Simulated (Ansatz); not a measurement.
The input, for Ansatz 0.2.0:

```yaml
crystal:
  periodic: [false, false, false]
  atoms:
    - {symbol: C, position_ang: [0.000000, -0.012354, 2.913288]}
    - {symbol: O, position_ang: [0.000000, 0.034705, 1.788286]}
    - {symbol: Ge, position_ang: [0.000000, -0.027169, -0.866924]}
    - {symbol: H, position_ang: [0.000000, 1.554329, -0.623801]}
basis:
  gaussian: {orbitals: 6-31G, point_charges: [{charge: 0.50, position_ang: [3.157, -0.246, 0.945]}]}
total_charge: 1
magnetization: {spin_polarized: false}
hamiltonian: {xc: hf}
accuracy: high
output: {forces: true, orbitals: {seedname: orbitals}}
```

```sh
$ ansatz run in.yaml --threads 1 --pin off --events-out ev --progress --plain --max-ram 2393MiB
```

Log:

```
860 factors; integrals over basis functions are off by at most 7.1e-9 eV
mean field evaluation 1: about -59531.1854 eV, gradient 5.0e1 eV
mean field evaluation 2: about -59531.2320 eV, gradient 5.0e1 eV
mean field evaluation 4: about -59535.8633 eV, gradient 2.5e0 eV
mean field evaluation 8: about -59535.8929 eV, gradient 2.0e-1 eV
mean field evaluation 16: about -59535.8933 eV, gradient 1.9e-8 eV
mean field -59535.89333178 eV, -2187.9037250648 hartree, gradient 1.9e-8 eV, S^2 0.000000; 0 other end points of the search recorded, 0 dependent functions left out
the calculation of the forces begins
reference -59535.89333178 eV, -2187.9037250648 hartree; 23, 23 occupied and 26, 26 virtual orbitals, 860 factors
Total energy: -59535.89333178 eV, -2187.9037250648 hartree
Atom 0 at     0.000000    -0.012354     2.913288 Å, force    -0.187733    -0.072591     2.571391 eV/Å
Atom 1 at     0.000000     0.034705     1.788286 Å, force     0.208299     0.040398    -2.910097 eV/Å
Atom 2 at     0.000000    -0.027169    -0.866924 Å, force    -0.407005     0.356208     0.231819 eV/Å
Atom 3 at     0.000000     1.554329    -0.623801 Å, force    -0.061988    -0.265080    -0.096106 eV/Å
Dipole moment:    -0.111022     0.107030    -0.447269 e Å
```

Forces (eV/Å):
```
C   -0.188 -0.073  2.571
O    0.208  0.040 -2.910
Ge  -0.407  0.356  0.232
H   -0.062 -0.265 -0.096
```

Ran on 1 thread of Arm Neoverse N1, shared host: 2.3 s wall, 0.1 GiB peak host memory.
